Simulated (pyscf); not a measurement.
PySCF, gas phase, ωB97X-D3(BJ)/def2-SVP geometries. Correlated levels are frozen-core, on RHF or UHF. ΔMP2 is the change of the MP2 total energy from the triple- to the quadruple-zeta basis.

Estimate by transition-state theory the rate constant of `[BH3]` + `[F][SiH3]` → `[BH2][F]` + `[SiH4]` (singlet surface; B–H, F–Si broken, B–F, H–Si formed) at 1200 K, with CCSD(T)/def2-TZVPP + ΔMP2(QZVPP) energies (ideal gas, 1 atm, RRHO with modes under 100 cm⁻¹ raised to 100, one conformer, R ln 2 for rigid chiral ones; no tunnelling).

The electronic barrier is 11.1 kcal/mol and the thermal terms add +41.8, so ΔG‡ = 52.9 kcal/mol. With k_BT/h = 2.50e+13 s⁻¹ and RT = 2.385 kcal/mol, and a volume of 1.64e-19 cm³ per molecule at 1 atm, k = 9.6e-16 cm³ molecule⁻¹ s⁻¹. Wigner's tunnelling factor for 351i cm⁻¹ would be 1.01. A shift of 1 kcal/mol in the barrier changes k by a factor 1.5. On the reactant side the descent ends in a complex, 4.4 kcal/mol under the separated species and 13.2 kcal/mol under the saddle at ωB97X-D3(BJ)/def2-TZVP. At ωB97X-D3(BJ) the barrier from the zero used here is 8.8 kcal/mol. One saddle was located; it need not be the lowest between these sides. The CCSD(T) − MP2 part came from Ansatz, without density fitting, on the same reference.
